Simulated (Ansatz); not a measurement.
## HAl–AlH, singlet: the ladder up to full CI

Geometry: a PBE0/def2-TZVP stationary point for this spin, not checked as a minimum.

```csv
atom,x (Å),y (Å),z (Å)
Al,0.0000,-0.1535,1.3084
Al,0.0000,0.1535,-1.3084
H,0.0000,1.1439,2.2825
H,0.0000,-1.1439,-2.2825
```

Basis 6-31G; Ansatz 0.2.0. Only valence electrons are correlated (noble-gas cores frozen), which leaves 8 electrons in 20 orbitals. R marks a restricted (for open shells ROHF) determinant. Active spaces: valence = (8e, 10o) chosen from the atoms' valence shells.

Full CI is exact within this basis and frozen core; it isn't the basis-set limit.

```
UHF ⟨S²⟩                          : 0.670
T1 diagnostic (RCCSD)             : 0.0297
largest doubles amplitude (RCCSD) : 0.238
```

Question: From what is known of these methods and the diagnostics, rank them by the size of their error in total energy against full CI in 6-31G, smallest first (an estimate: the text doesn't fix the numbers).
A. NEVPT2 (valence space)
B. RCCSDTQ
C. CASSCF (valence space)
D. BCCD(T)
E. MRCISD+Q (valence space)

Answer: B (0.01 mEh), E (0.36 mEh), D (1.42 mEh), A (6.45 mEh), C (20.15 mEh).

All errors are against full CI in 6-31G. Within each family the higher level lies nearer, as is usual though not guaranteed.

The full-CI state has the irrep Ag of C2h, in the program's axes.

Natural occupations of full CI about the gap: 1.963 1.962 1.942 1.792 0.168 0.040 0.040 0.025 0.022 0.020; effectively unpaired electrons, Σ n²(2−n)², 0.28.
